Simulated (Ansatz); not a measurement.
I need a polarisability from point charges of C2H4OS, SMILES O=CCS. Use the Python package of Ansatz (0.2.0). Settings (for the species named): PBE, def2-SVP basis, multiplicity 1.

Input file `c2h4os.xyz`:
```text
8

O    -1.40110    0.25520   -0.95820
C    -0.40970    0.75500   -0.51380
C     0.55210    0.00100    0.32190
S    -0.05010   -1.50230    1.02560
H    -0.09910    1.78160   -0.78100
H     1.45050   -0.22950   -0.28680
H     0.93700    0.64780    1.15940
H    -0.88740   -1.76590   -0.02300
```

The script, `field_c2h4os.py`:
```python
"""Response of C2H4OS to a pair of distant point charges."""

import ansatz as az
import numpy as np

BASIS_SET = "def2-SVP"
XC = "PBE"

mol = az.Crystal.molecule_from_extxyz("c2h4os.xyz")

setup = (
    mol.calculation()
    .basis(gaussian=BASIS_SET)
    .functional(XC)  # level of theory
    .forces()
)
# charges +q and -q at -R and +R make a nearly even field 2 k q / R^2 at the centre
centre = np.mean([site.position_ang for site in mol.cartesian_sites], axis=0)
field = 2 * 14.399645 * 2.0 / 25.0 ** 2


def dipole(axis, sign):
    arm = 25.0 * np.eye(3)[axis]
    pair = [{"charge": sign * 2.0, "position_ang": (centre - arm).tolist()}, {"charge": -sign * 2.0, "position_ang": (centre + arm).tolist()}]
    deck = setup.input().set(az.key.basis.gaussian.point_charges, pair)
    return np.array(az.Session.from_dict(deck).plan().execute().report["charge_distribution"]["dipole_moment_e_ang"])


print(f"field {field:.4f} V/A")
alpha = np.array([(dipole(axis, 1) - dipole(axis, -1)) / (2 * field) * 14.399645 for axis in range(3)])
print("polarisability tensor (A^3)")
print(np.array2string(alpha, precision=3, suppress_small=True))
print(f"mean {np.trace(alpha) / 3:.3f} A^3 = {np.trace(alpha) / 3 / 0.14818471:.2f} bohr^3")
```

```console
$ python field_c2h4os.py
field 0.0922 V/A
polarisability tensor (A^3)
[[ 5.455  0.736  0.849]
 [ 0.746  6.731 -0.992]
 [ 0.853 -0.978  5.13 ]]
mean 5.772 A^3 = 38.95 bohr^3
```

Reading the output:
- The geometry is a force-field or estimated start, not a minimum of this method, and the basis set is short of its limit. The field of two point charges is only nearly even.
- Without diffuse functions polarisabilities are unreliable, as a rule too low, and they change with the bond lengths of this unrelaxed start.
- Wall time of the script: 12 s on 1 thread of Intel(R) Xeon(R) Platinum 8259CL CPU @ 2.50GHz (Skylake/Cascade Lake), on a shared host, peak memory 0.19 GiB.

(Lines on the test bed's own set-up are left out of the output.)
